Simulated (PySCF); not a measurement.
C4H5O2 (doublet state).
Numbering: `[O:1]=[C:2]1[CH2:3][CH:4][O:5][CH2:6]1` (hydrogens: H7, H8 on C3; H9 on C4; H10, H11 on C6)

Method used: UKS B3LYP, pcH-1 on C H O, non-relativistic, mean-field spin-orbit, GIAO (PySCF 2.14.0). Isolated species at its GFN2-xTB geometry, gas phase. Couplings are sensitive to structure, and on GFN2-xTB geometries they can be far from those on DFT ones.

Question: How many α and β electrons are there, and what is ⟨S²⟩ of the pure spin state?

Answer: 45 electrons with 2S = 1: 23 α and 22 β; S(S+1) = 0.75.

Mulliken spin populations, one withheld:

```tsv
atom	bound to	population
O1	C2	-0.0019
C2	O1, C3, C6	+0.0039
C3	C2, C4, H7, H8	-0.0719
C4	C3, O5, H9	?
O5	C4, C6	+0.1343
C6	O5, C2, H10, H11	-0.0101
H7	C3	+0.0454
H8	C3	+0.0356
H9	C4	-0.0319
H10	C6	+0.0069
H11	C6	+0.0032
```

Question: Fill in the missing population.

Answer: 1 − (0.1135) gives +0.887, since all populations sum to 2S.

Question: How is the spin shared among the elements?

Answer: Carbon +0.81, oxygen +0.13, hydrogen +0.06. The positive populations sum to 1.12, the negative ones to -0.12.

Question: With ⟨S²⟩ = 0.7536, find the sum of squared α–β overlaps and estimate the admixture of higher spin.

Answer: For a single determinant ⟨S²⟩ = S(S+1) + Nβ − Σ|⟨iα|jβ⟩|², so the squared overlaps of occupied orbitals sum to 22 − 0.0036 = 21.9964. If the quartet state (S + 1) were the only admixture, its weight would be 0.0036/(2S + 2) = 0.12 %.

Question: What Fermi-contact NMR shifts do the couplings of C2, C3, C6, H9, H10/H11 imply at 298 K (Curie law, g = gₑ)?

Answer: δ = a_FC·h·gₑ μB S(S+1)/(3 g_N μN kT), with k/h = 20836.6 MHz/K:

```
 nuclei  isotope  a_FC (MHz)     g_N  contact shift (ppm)
     C2      13C        0.37  1.4048                  +38
     C3      13C      -23.39  1.4048                -2464
     C6      13C       -4.92  1.4048                 -518
     H9       1H      -37.30  5.5857                 -988
H10/H11       1H        7.63  5.5857                 +202
```

The sign follows the spin density at the nucleus: positive density means a positive shift. Entries for several nuclei are means.

Means are taken over nuclei equivalent by connectivity, which assumes that they swap fast.
